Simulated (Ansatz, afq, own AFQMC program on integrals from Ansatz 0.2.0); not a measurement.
Where AFQMC and coupled cluster stand for AlH3, singlet

```xyz
4

Al    0.0000    0.0000    0.0000
H     1.7539    0.0166   -0.0001
H    -0.8914    1.5106   -0.0031
H    -0.8625   -1.5272    0.0032
```

Basis cc-pVDZ. Only valence electrons are correlated. Integrals, coupled cluster, full CI and functionals: Ansatz 0.2.0; the random walks run on the same integrals in our own AFQMC program. ph-AFQMC/CISD is guided by a CISD state made of CCSD amplitudes; releasing the constraint for a short imaginary time cuts its bias at the price of noise, slowly where states lie close. Error bars are statistical, one sigma.

Determinant: RHF, the one that the program's search chose, which needn't be the lowest solution. The geometry is a point of a scan.

Full CI on the same integrals is exact in this basis and with this determinant's frozen core.

* T1 diagnostic: 0.0111
* weight of the determinant in the CISD state: 0.929
* size of the correlated space: 6 electrons in 28 orbitals

| level | correlation energy (eV) |
| --- | --- |
| MP2 | -2.1003 |
| CCSD | -2.7953 |
| CCSD(T) | -2.8328 |

Q: Estimate where AFQMC with the constraint released lies against CCSD(T) on the same integrals.

A: 0.58 ± 0.03 mEh below CCSD(T).

Reference: full CI, correlation energy -2.848 eV. The released energy is read at 2.40 1/Eh (meV from the phaseless value at times in 1/Eh: 0.1 ± 1.3 at 0.24, -1.2 ± 1.1 at 0.51, -2.0 ± 0.8 at 0.99, -1.7 ± 0.6 at 1.62, -2.5 ± 0.7 at 2.40).

```
         level  E − E(reference) (mEh)  share of correlation (%)
       CCSD(T)                    0.57                     99.46
         CCSDT                    0.06                     99.95
      CCSDT(Q)                    0.02                     99.99
        CCSDTQ                    0.00                    100.00
 ph-AFQMC/CISD             0.08 ± 0.04                     99.93
released AFQMC            -0.01 ± 0.03                    100.01
```

CCSDT and higher add their correlation energy to the determinant of the CCSD(T) run, since their own runs factorise the integrals more tightly (a shift of under 2 meV). A walk keeps the symmetry of its determinant, which the program's search chose and which needn't be the lowest solution, so a lower state of the same spin and another symmetry isn't excluded. Released energies are given only where the last usable release times agree within the noise; a slower fall can still hide under it.
